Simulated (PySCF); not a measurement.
CH₃: one-bond stretch

Level of theory: UPBE0/[C def2-TZVP, H def2-TZVP], no relativity, density fitting, PySCF.

Rigid scan from the doublet minimum (C–H 1.080 Å (×3); H–C–H 120.0° (×3)). Coordinate: the bond from C to the last atom (H) scaled, the rest fixed. Energies in kJ/mol from the minimum.

```json
{"scale of one bond": "0.92", "E (kJ/mol)": "15.5", "dipole size (D)": "0.02", "⟨S²⟩": "0.75"}
{"scale of one bond": "0.96", "E (kJ/mol)": "3.6", "dipole size (D)": "0.01", "⟨S²⟩": "0.75"}
{"scale of one bond": "1.00", "E (kJ/mol)": "0.0", "dipole size (D)": "0.00", "⟨S²⟩": "0.75"}
{"scale of one bond": "1.05", "E (kJ/mol)": "4.6", "dipole size (D)": "0.01", "⟨S²⟩": "0.75"}
{"scale of one bond": "1.12", "E (kJ/mol)": "23.3", "dipole size (D)": "0.04", "⟨S²⟩": "0.76"}
{"scale of one bond": "1.20", "E (kJ/mol)": "55.9", "dipole size (D)": "0.08", "⟨S²⟩": "0.76"}
{"scale of one bond": "1.35", "E (kJ/mol)": "132.9", "dipole size (D)": "0.17", "⟨S²⟩": "0.76"}
{"scale of one bond": "1.55", "E (kJ/mol)": "241.9", "dipole size (D)": "–", "⟨S²⟩": "0.77"}
{"scale of one bond": "1.80", "E (kJ/mol)": "359.6", "dipole size (D)": "–", "⟨S²⟩": "0.95"}
{"scale of one bond": "2.20", "E (kJ/mol)": "451.5", "dipole size (D)": "–", "⟨S²⟩": "1.50"}
```

Spin contamination is strong at 2.20, so these points are less reliable.

Other isomers or separated fragments may lie lower.

The scan took 6.4 s on 2 threads of a shared Arm Neoverse V1 host; the process peaked at 0.65 GiB. Launch command: `OMP_NUM_THREADS=2 python axn.py task.json out`.
